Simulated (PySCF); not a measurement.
# How well do the runs reproduce experiment for c-crotononitrile?

**Experimental background.**

NIST CCCBDB Release 22 (SRD 101), experimental dipoles lists, for the gas: dipole moment (microwave Stark effect) 4.08 D.

The results are set against them at the end.

c-crotononitrile, C4H5N.
SMILES with atom numbers: `[CH3:1]/[CH:2]=[CH:3]\[C:4]#[N:5]` (hydrogens: H6, H7, H8 on C1; H9 on C2; H10 on C3)

Structure used (GFN2-xTB), in Å, numbered top down from 1:
```xyz
10
C4H5N angstrom
C     -1.2017   -0.4026    0.2642
C     -0.1871    0.6760    0.3879
C      1.0493    0.6188   -0.1089
C      1.5448   -0.4915   -0.8200
N      1.9644   -1.3865   -1.4026
H     -1.5153   -0.7313    1.2552
H     -0.8082   -1.2532   -0.2869
H     -2.0879   -0.0235   -0.2455
H     -0.4991    1.5632    0.9240
H      1.7496    1.4352    0.0100
```

Runs made with PySCF (gas phase, on this GFN2-xTB geometry; no spin–orbit coupling):

| level | job | basis functions | wall time |
| --- | --- | --- | --- |
| PBE0/pcSseg-1 | shieldings, charges and field gradients | 110 | 6.7 s |
| B3LYP/pcJ-1 | spin–spin couplings from 10 perturbed nuclei, spin–dipole term for 1 of them | 185 | 13 s |

Hardware: one thread of an x86-64 server, shared host.

**Comparison with experiment**

**Dipole moment.** Measured: 4.08 D (NIST CCCBDB Release 22 (SRD 101), experimental dipoles).

```
        level  computed (D)  computed − measured (D)  % (from the printed values)
PBE0/pcSseg-1          4.24                    +0.16                           +4
  B3LYP/pcJ-1          4.23                    +0.15                           +4
```

Closest is B3LYP/pcJ-1 (+0.15 D), furthest PBE0/pcSseg-1 (+0.16 D); one molecule doesn't rank methods. The computed dipoles belong to one fixed geometry; measured ones are averaged over vibrations unless marked μe. Magnitudes are compared, not signs.

No measured geometry was used, and the causes of the misses weren't examined.
